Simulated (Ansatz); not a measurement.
`F[Si]S` + H₂ → `F[SiH]` + H₂S at 500 K and 1 bar (hydrogenolysis of the Si–S bond).

Calculated with Ansatz (gas phase, PBE0-D4/def2-TZVP geometries, no zero-point term in ΔE). CCSD(T)/CBS is frozen-core, at the limit of the def2 triple- and quadruple-zeta sets. One conformer a species, not always the lowest.

| species | CCSD(T)/CBS energy (Eh) | H − E (kJ/mol) | S (J/(mol·K)) |
| --- | --- | --- | --- |
| `F[Si]S` | -787.29682 | 57.7 | 315.6 |
| H₂ | -1.17463 | 41.0 | 145.5 |
| `F[SiH]` | -389.46051 | 40.7 | 260.3 |
| H₂S | -398.97119 | 57.0 | 224.0 |

H − E and S are ideal-gas, rigid-rotor, harmonic terms from PBE0-D4/def2-TZVP, for one conformer and one mirror image of each species. 1 Eh = 2625.50 kJ/mol, R = 8.31446 J/(mol·K).

Question: By hand: ΔE, ΔH, ΔS and ΔG.

Answer: ΔE = (-389.46051) + (-398.97119) − (-787.29682) − (-1.17463) = 0.03975 Eh = 104.4 kJ/mol. Δ(H − E) = 40.7 + 57.0 − 57.7 − 41.0 = -1.0, so ΔH = 103.4 kJ/mol. ΔS = 260.3 + 224.0 − 315.6 − 145.5 = 23.2 J/(mol·K). ΔG = 103.4 − 500 × (23.2)/1000 = 91.8 kJ/mol.

Question: By hand: the equilibrium constant, and the temperature at which ΔG would vanish if ΔH and ΔS stayed fixed.

Answer: log₁₀ K = −ΔG/(RT ln 10) = -9.6. ΔG = 0 at ΔH/ΔS = 4457 K, far beyond where these terms or the molecules hold.

ΔH outweighs TΔS. A doubt of 5 kJ/mol in ΔE shifts log₁₀ K by 0.5 here. Other conformers and mirror images would add mixing entropy, several J/(mol·K) or more a flexible species. These are equilibria of isolated gas molecules and say nothing of rates. Largest T1 diagnostic: 0.015 (customary marks: 0.02 for closed shells, 0.045 for open ones).
